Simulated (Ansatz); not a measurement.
## 2H MoTe2: polycrystal shear modulus by level of theory

No measured value is used here.

**Question.** Put these levels in order of the polycrystal shear modulus that they give for 2H MoTe2, smallest first: LDA (Ansatz, a quantum-chemistry and plane-wave program), PBE (Ansatz), PBE-D4 (Ansatz), r²SCAN+rVV10 (Ansatz).

**Answer.** PBE (14.2 GPa), r²SCAN+rVV10 (29.7 GPa), LDA (36.3 GPa), PBE-D4 (38.1 GPa)

Unless a cell is named, each level is at its own relaxed cell (LDA 23.97, PBE 28.00, PBE-D4 24.29, r²SCAN+rVV10 25.67 Å³/atom).

PBE: the cell comes from a level without a dispersion term, which matters for the spacing of layers, chains or molecules. LDA: LDA has no dispersion term either, though it tends to give short spacings of layers, chains or molecules. PBE-D4: the dispersion coefficients are held fixed in the derivatives. Each level is taken at its own relaxed cell. Cutoffs differ between the levels. Ansatz's density-functional and Hartree–Fock values are scalar-relativistic unless marked +SOC, with PAW data made under PBE.
